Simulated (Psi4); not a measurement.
# A workflow on N2H3 (hydrazinyl radical)

Aim: a geometry optimisation (UBP86/def2-SVP), then vibrational wavenumbers, then a single-point energy (UMP2/def2-TZVPP) of N2H3 (hydrazinyl radical). 

The calculation is run with Psi4 1.11.

### Step 1. Starting point

N2H3: 5 atoms, total charge 0, spin state doublet. As SMILES, `[NH]N`. The coordinates come from a PBE0-D4/def2-TZVP relaxation. This is one conformer, not always the lowest. The run starts from this shape.

Bond lengths: N1–N2 1.338 Å, N1–H3 1.021 Å, N2–H4 1.008 Å, N2–H5 1.012 Å. Angles: N1–N2–H4 113.9°, N1–N2–H5 120.9°, N2–N1–H3 106.1°, H4–N2–H5 114.6°.

### Step 2. A structure relaxation at UBP86/def2-SVP (density fitting) (run 1)

Input file input.dat:

```
memory 1600 mb

molecule molecule1 {
  0 2
  N     -0.35451262    -1.54589046     0.85801125
  N     -0.24313216     0.44523837    -0.69626959
  H      1.43588950    -1.79797992     1.53307811
  H     -1.94821315     1.11928478    -1.20948141
  H      1.10994954     1.77932832    -0.48533836
  units bohr
}

set basis def2-SVP
set reference uks
set geom_maxiter 60

optimize('bp86')
```

Run with:

```console
$ psi4 input.dat output.dat -n 1
```

output.dat:

```text
[...]
  Running in c1 symmetry.
[...]
  Nuclear repulsion =   36.727994691660108
[...]
  Multiplicity = 2
[...]
  Nalpha       = 9
  Nbeta        = 8
[...]
    Number of basis functions: 43
[...]
   @DF-UKS iter   1:  -110.94315929400119   -9.57049e-02   1.50626e-02 ADIIS/DIIS
[...]
   @DF-UKS iter   7:  -111.14724837885021   -4.54747e-13   4.56819e-09 DIIS
[...]
   @S^2 Observed:                7.518375170E-01
[...]
  @DF-UKS Final Energy:  -111.14724837885021
   => Energetics <=
    Nuclear Repulsion Energy =             36.2200477204616789
    One-Electron Energy =                -221.9497404814734125
    Two-Electron Energy =                  89.4633671896442166
    DFT Exchange-Correlation Energy =     -14.8809228074826887
    Empirical Dispersion Energy =           0.0000000000000000
    VV10 Nonlocal Energy =                  0.0000000000000000
    Total Energy =                       -111.1472483788502075
  UHF NO Occupations:
  HONO-2 :    7  A 1.9996438
  HONO-1 :    8  A 1.9996088
[...]
 Multipole Moments:
 ------------------------------------------------------------------------------------
     Multipole            Electronic (a.u.)      Nuclear  (a.u.)        Total (a.u.)
 ------------------------------------------------------------------------------------
 L = 1.  Multiply by 2.5417464519 to convert [e a0] to [Debye]
 Dipole X            :         -0.2423798            0.6852757            0.4428959
 Dipole Y            :         -0.3502155            1.2731350            0.9229196
 Dipole Z            :          0.0354832           -0.1941886           -0.1587055
 Magnitude           :                                                    1.0359173
[...]
  -Total Gradient:
     Atom            X                  Y                   Z
    ------   -----------------  -----------------  -----------------
       1       -0.000064845796     0.000031358655    -0.000039837678
       2        0.000021170082    -0.000013669901     0.000044003537
       3        0.000048789783    -0.000000739538     0.000001591901
       4        0.000024903029    -0.000002591774    -0.000000663175
       5       -0.000030323295    -0.000014457958    -0.000008612314
[...]
```

On the terminal:

```text
Optimizer: Optimization complete!
```

It took 21 s on 1 thread of Intel Xeon Platinum 8259CL at 2.50GHz (Skylake/Cascade Lake), shared host; peak memory 0.37 GiB.

Steps, from the record of the run:

```
step  energy from the first frame kept (eV)  largest force (eV/Å)
   0                                 0.0000                0.9887
   1                                -0.0286                0.1463
   2                                -0.0298                0.0680
   3                                -0.0302                0.0223
   4                                -0.0302                0.0042
```

After the run. Bond lengths: N1–N2 1.354 Å, N1–H3 1.041 Å, N2–H4 1.026 Å, N2–H5 1.033 Å. Angles: N1–N2–H4 113.6°, N1–N2–H5 121.5°, N2–N1–H3 104.8°, H4–N2–H5 112.8°.

### Step 3. Vibrational wavenumbers at UBP86/def2-SVP (density fitting) (run 2)

Input file h3n2.py:

```python
import psi4

psi4.set_memory('1600 MB')
psi4.set_num_threads(1)
psi4.core.set_output_file('psi4.out', False)

geom = psi4.geometry("""
0 2
N     -0.37158630    -1.55002140     0.88014561
N     -0.22839986     0.44344880    -0.71650478
H      1.46597961    -1.80270424     1.53290804
H     -1.95865389     1.15253451    -1.22915913
H      1.12284125     1.83308347    -0.49188815
units au
""")

psi4.set_options(dict(basis='def2-SVP', reference='uks', t=298.15, rotational_symmetry_number=1))

e, wfn = psi4.frequencies("BP86", molecule=geom, return_wfn=True)
print('E =', round(e, 9))
print('wavenumbers / cm^-1:', wfn.frequencies().np.round(1))
for k in ('ZPVE', 'ENTHALPY', 'GIBBS FREE ENERGY'):
    print(f'{k}: {psi4.variable(k):.8f} Eh')
```

Run with:

```console
$ python h3n2.py
```

psi4.out:

```text
[...]
  Running in c1 symmetry.
[...]
  Nuclear repulsion =   36.220050717988265
[...]
  Multiplicity = 2
[...]
  Nalpha       = 9
  Nbeta        = 8
[...]
    Number of basis functions: 43
[...]
   @DF-UKS iter   1:  -110.94944752802809   -1.38341e-01   1.48019e-02 ADIIS/DIIS
[...]
   @DF-UKS iter  12:  -111.14724776412748   -1.35003e-12   4.66702e-09 DIIS
[...]
   @S^2 Observed:                7.518374486E-01
[...]
  @DF-UKS Final Energy:  -111.14724776412748
   => Energetics <=
    Nuclear Repulsion Energy =             36.2230518471413561
    One-Electron Energy =                -221.9551129146344124
    Two-Electron Energy =                  89.4660142577407100
    DFT Exchange-Correlation Energy =     -14.8812009543751440
    Empirical Dispersion Energy =           0.0000000000000000
    VV10 Nonlocal Energy =                  0.0000000000000000
    Total Energy =                       -111.1472477641274850
  UHF NO Occupations:
  HONO-2 :    7  A 1.9996440
  HONO-1 :    8  A 1.9996087
[...]
  -Total Gradient:
     Atom            X                  Y                   Z
    ------   -----------------  -----------------  -----------------
       1       -0.000214104056    -0.000014494581    -0.000112326497
       2        0.000024986262     0.000199174557     0.000039342213
       3        0.000037641035     0.000038683564     0.000009462809
       4        0.000363311016    -0.000169888007     0.000191745236
       5       -0.000212147376    -0.000053548269    -0.000131848530
[...]
  ==> Harmonic Vibrational Analysis <==
[...]
  Freq [cm^-1]                 575.2822            695.1079           1097.6329
[...]
  IR activ [km/mol]            97.2471             141.6306            21.3813
[...]
  Freq [cm^-1]                1231.9649           1435.3780           1581.3195
[...]
  IR activ [km/mol]             1.0082             16.6109              8.3103
[...]
  Freq [cm^-1]                3280.2689           3321.4399           3491.9640
[...]
  IR activ [km/mol]            14.6276              5.5624              9.8356
[...]
  Total E_0, Enthalpy at 0 [K]                                                         -111.10917938 [Eh]
[...]
  Total H, Enthalpy at  298.15 [K]                                                     -111.10506409 [Eh]
[...]
  Total G, Gibbs energy at  298.15 [K]                                                 -111.13203848 [Eh]
[...]
```

The script printed:

```text
Warning: used thermodynamics relations inappropriate for low-frequency modes: ['575.2822']
E = -111.147248379
wavenumbers / cm^-1: [ 575.3  695.1 1097.6 1232.  1435.4 1581.3 3280.3 3321.4 3492. ]
ZPVE: 0.03806900 Eh
ENTHALPY: -111.10506409 Eh
GIBBS FREE ENERGY: -111.13203848 Eh
```

Wall time 1.9 min (1 thread of Intel Xeon Platinum 8259CL at 2.50GHz (Skylake/Cascade Lake), shared host); peak memory 0.36 GiB.

### Step 4. A single-point energy at UMP2/def2-TZVPP (density fitting, density fitting for correlation) (run 3)

Input file run.py:

```python
import psi4

psi4.set_memory('1600 MB')
psi4.set_num_threads(1)
psi4.core.set_output_file('output.dat', False)

molecule = psi4.geometry("""
0 2
N     -0.37158630    -1.55002140     0.88014561
N     -0.22839986     0.44344880    -0.71650478
H      1.46597961    -1.80270424     1.53290804
H     -1.95865389     1.15253451    -1.22915913
H      1.12284125     1.83308347    -0.49188815
units bohr
""")

options = {'basis': 'def2-TZVPP', 'reference': 'uhf', 'num_frozen_docc': 2}
psi4.set_options(options)

energy_value, wavefunction = psi4.energy("mp2", return_wfn=True)
print('E =', round(energy_value, 9))
```

Run with:

```console
$ python run.py
```

output.dat:

```text
[...]
  Running in c1 symmetry.
[...]
  Nuclear repulsion =   36.220050717988265
[...]
  Multiplicity = 2
[...]
  Nalpha       = 9
  Nbeta        = 8
[...]
    Number of basis functions: 104
[...]
   @DF-UHF iter   1:  -110.54318900970068   -6.58498e-01   3.40530e-03 ADIIS/DIIS
[...]
   @DF-UHF iter  17:  -110.62363605484447   -9.86233e-12   7.33061e-09 DIIS
[...]
   @S^2 Observed:                7.660001425E-01
[...]
    Orbital Energies [Eh]
    ---------------------
    Alpha Occupied:
       1A    -15.598899     2A    -15.594315     3A     -1.301204
       4A     -1.000098     5A     -0.720616     6A     -0.634610
       7A     -0.594355     8A     -0.474470     9A     -0.362211
    Alpha Virtual:
      10A      0.126613    11A      0.161930    12A      0.200787
      13A      0.381961    14A      0.435209    15A      0.469067
      16A      0.513389    17A      0.517072    18A      0.536993
      19A      0.548330    20A      0.574782    21A      0.604395
      22A      0.658698    23A      0.663699    24A      0.743545
      25A      0.783622    26A      0.891682    27A      0.938183
[...]
  @DF-UHF Final Energy:  -110.62363605484447
   => Energetics <=
    Nuclear Repulsion Energy =             36.2200507179882649
    One-Electron Energy =                -221.8632312276294556
    Two-Electron Energy =                  75.0195444547967156
    Total Energy =                       -110.6236360548444679
  UHF NO Occupations:
  HONO-2 :    7  A 1.9972609
  HONO-1 :    8  A 1.9959341
  HONO-0 :    9  A 1.0000000
  LUNO+0 :   10  A 0.0040659
  LUNO+1 :   11  A 0.0027391
[...]
 Multipole Moments:
 ------------------------------------------------------------------------------------
     Multipole            Electronic (a.u.)      Nuclear  (a.u.)        Total (a.u.)
 ------------------------------------------------------------------------------------
 L = 1.  Multiply by 2.5417464519 to convert [e a0] to [Debye]
 Dipole X            :         -0.2137858            0.6852750            0.4714892
 Dipole Y            :         -0.4618224            1.2731340            0.8113115
 Dipole Z            :          0.1709111           -0.1941877           -0.0232766
 Magnitude           :                                                    0.9386534
[...]
```

The script printed:

```text
E = -111.023782643
```

Wall time 2.9 s (1 thread of Intel Xeon Platinum 8259CL at 2.50GHz (Skylake/Cascade Lake), shared host); peak memory 0.21 GiB.

### Step 5. Results

```
                                                                          quantity             value
                                    run 1, UBP86/def2-SVP: total energy at the end     -111.14725 Eh
                                              run 1, UBP86/def2-SVP: dipole moment            2.63 D
                         run 1, UBP86/def2-SVP: HOMO energy (highest over α and β)          -3.54 eV
                          run 1, UBP86/def2-SVP: LUMO energy (lowest over α and β)          -1.75 eV
                                                       run 1, UBP86/def2-SVP: ⟨S²⟩             0.752
                                 run 2, UBP86/def2-SVP: lowest harmonic wavenumber          575 cm⁻¹
                                run 2, UBP86/def2-SVP: highest harmonic wavenumber         3492 cm⁻¹
                                          run 2, UBP86/def2-SVP: zero-point energy      100.0 kJ/mol
  run 2, UBP86/def2-SVP: ideal-gas entropy at 298.15 K (symmetry number 1 as used)  56.8 cal/(mol K)
                                              run 3, UMP2/def2-TZVPP: total energy     -111.02378 Eh
run 3, UMP2/def2-TZVPP: HOMO energy (Hartree–Fock orbitals) (highest over α and β)          -9.86 eV
 run 3, UMP2/def2-TZVPP: LUMO energy (Hartree–Fock orbitals) (lowest over α and β)           3.45 eV
               run 3, UMP2/def2-TZVPP: correlation energy (2 core orbitals frozen)        -400.1 mEh
                         run 3, UMP2/def2-TZVPP: ⟨S²⟩ of the reference determinant             0.766
```

What this shows: The optimisation (run 1, UBP86/def2-SVP) took 5 steps and changed the energy by -0.030 eV. All 9 modes (run 2, UBP86/def2-SVP) are real, so the shape is a minimum at this level.
